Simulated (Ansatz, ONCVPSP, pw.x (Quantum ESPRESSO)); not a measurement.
# pw.x on diamond Si: one setting changed

Potential: optimised norm-conserving Vanderbilt (ONCV), ONCVPSP 4.0.1.1 (patched build), PBE; core [Ne], reference 3s2 3p2; waves: 3s: rc 1.70 bohr, ncon 3, nbas 6, qcut 4.6 1/bohr, 2 projectors, debl 3.8 Ha; 3p: rc 2.40 bohr, ncon 5, nbas 10, qcut 3.3 1/bohr, 2 projectors, debl 3.6 Ha; d scattering state at 0.12 Ha: rc 2.30 bohr, ncon 4, nbas 8, qcut 4 1/bohr, 1 projector; local part: polynomial inside 1.20 bohr (lpopt 1, dvloc0 6 Ha); core correction: Teter function, fcfact 5.5, rcfact 1.2.

The reference run (k-mesh 8³, cutoffs 50/200 Ry, Fermi–Dirac 0.01 Ry, mixing_beta 0.4, conv_thr 1e-9, no spin) gives -0.03 GPa at 20.463 Å³/atom, where all-electron LAPW gives -0.05 GPa. This run, with its own iteration cap, changes ecutrho/ecutwfc to 16.

```
&control
  calculation='scf', prefix='x', pseudo_dir='./', outdir='./tmp', tstress=.true., disk_io='none'
/
&system
  ibrav=0, nat=2, ntyp=1, ecutwfc=50, ecutrho=800, nbnd=11,
  occupations='smearing', smearing='fd', degauss=0.01
/
&electrons
  conv_thr=1e-09, mixing_beta=0.4, electron_maxstep=60
/
ATOMIC_SPECIES
Si 1.0 Si.UPF
CELL_PARAMETERS angstrom
  0.00000000 2.73520428 2.73520428
  2.73520428 0.00000000 2.73520428
  2.73520428 2.73520428 0.00000000
ATOMIC_POSITIONS crystal
Si 0.0000 0.0000 0.0000
Si 0.2500 0.2500 0.2500
K_POINTS automatic
8 8 8 0 0 0
```

```bash
pw.x < Si.scf.in > Si.scf.out
```

Question: How does the run end?

Answer: It converges in 7 iterations; the free energy moves by +0.0 meV/atom and the pressure by +0.00 GPa. The result is that of the reference run.

```
Message from routine setup:
     using ibrav=0 with symmetry is DISCOURAGED, use correct ibrav instead
     lattice parameter (alat)  =       7.3098  a.u.
     unit-cell volume          =     276.1823 (a.u.)^3
     number of electrons       =         8.00
     number of Kohn-Sham states=           11
     kinetic-energy cutoff     =      50.0000  Ry
     charge density cutoff     =     800.0000  Ry
     scf convergence threshold =      1.0E-09
     Exchange-correlation= PBE
     number of k points=    29  Fermi-Dirac smearing, width (Ry)=  0.0100
     iteration #  1     ecut=    50.00 Ry     beta= 0.40
     total energy              =     -17.06442786 Ry
     estimated scf accuracy    <       0.05506128 Ry
     iteration #  2     ecut=    50.00 Ry     beta= 0.40
     total energy              =     -17.06185781 Ry
     estimated scf accuracy    <       0.01536614 Ry
     iteration #  3     ecut=    50.00 Ry     beta= 0.40
     total energy              =     -17.06256684 Ry
     estimated scf accuracy    <       0.00020867 Ry
     iteration #  4     ecut=    50.00 Ry     beta= 0.40
     total energy              =     -17.06258018 Ry
     estimated scf accuracy    <       0.00000139 Ry
     iteration #  5     ecut=    50.00 Ry     beta= 0.40
     total energy              =     -17.06258058 Ry
     estimated scf accuracy    <       0.00000011 Ry
     iteration #  6     ecut=    50.00 Ry     beta= 0.40
     total energy              =     -17.06258060 Ry
     estimated scf accuracy    <          7.3E-09 Ry
     iteration #  7     ecut=    50.00 Ry     beta= 0.40
     the Fermi energy is     6.2825 ev
!    total energy              =     -17.06258060 Ry
     estimated scf accuracy    <          6.1E-10 Ry
     smearing contrib. (-TS)   =      -0.00028010 Ry
     The total energy is F=E-TS. E is the sum of the following terms:
     one-electron contribution =       4.77150557 Ry
     hartree contribution      =       1.11600562 Ry
     xc contribution           =      -6.27495762 Ry
     ewald contribution        =     -16.67485408 Ry
     convergence has been achieved in   7 iterations
          total   stress  (Ry/bohr**3)                   (kbar)     P=       -0.27
     Message from routine punch:
     Nothing written, as per user request (disk_io='none')
```

The run took about 8.8 s on one core of a shared host (Neoverse-V2, 96 threads, 742 GiB, load 60).
